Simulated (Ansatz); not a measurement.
One change: `CC(F)CCl` becomes `FCCCl`.

Ansatz, PBE0-D4/def2-TZVP geometries, multiplicity 1. Each molecule was computed in one conformer, which needn't be the lowest.

| property | `CC(F)CCl` |
| --- | --- |
| LUMO energy (PBE0/def2-TZVPP) / eV | 0.64 |
| LUMO energy (PBE/def2-TZVPP) / eV | -0.50 |
| HOMO–LUMO gap (PBE/def2-TZVPP) / eV | 6.69 |
| LUMO energy (B3LYP/def2-TZVPP) / eV | 0.34 |
| LUMO energy (ωB97M-V/def2-TZVPP) / eV | 2.59 |
| HOMO energy (ωB97M-V/def2-TZVPP) / eV | -10.96 |

**Question.** What does the change do to each property? (An estimate is asked.)

**Answer.** The calculation gave: 
| property | `FCCCl` | shift |
| --- | --- | --- |
| LUMO energy (PBE0/def2-TZVPP) / eV | 0.52 | -0.12 |
| LUMO energy (PBE/def2-TZVPP) / eV | -0.61 | -0.11 |
| HOMO–LUMO gap (PBE/def2-TZVPP) / eV | 6.69 | 0.00 |
| LUMO energy (B3LYP/def2-TZVPP) / eV | 0.22 | -0.12 |
| LUMO energy (ωB97M-V/def2-TZVPP) / eV | 2.50 | -0.09 |
| HOMO energy (ωB97M-V/def2-TZVPP) / eV | -11.07 | -0.11 |

B3LYP here is the variant with VWN-RPA as its local correlation; programs differ in this.
